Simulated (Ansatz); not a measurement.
Consider Ta in the bcc (W type) structure (space group Im-3m, No. 229; a = 3.3051 Å).

Computed with Ansatz (a program for electronic structure) r2SCAN, without spin-orbit coupling, earlier PAW set.

The change: full substitution Ta → Cr, then cell and atoms are relaxed.

Measured lattice parameter a: Ta 3.299 Å (static lattice; corrected from measurement; as listed in Daniel Mejia-Rodriguez, S. B. Trickey, Phys. Rev. B (2018)); Cr 2.877 Å (static lattice; corrected from measurement; as listed in H. Levämäki et al., Physical Review B (2014)).

How well does r2SCAN reproduce the measured shift?

With r2SCAN the lattice parameter a moves by -0.474 Å (3.305 → 2.831) against -0.422 Å measured.

Whether these cells are dynamically stable was not tested. Starting moments died away, wholly or in part, for Ta → Cr; another magnetic solution may exist. The final runs are not spin-polarised. Real Cr is antiferromagnetic at low temperature and ambient pressure, an order that this cell doesn't hold.
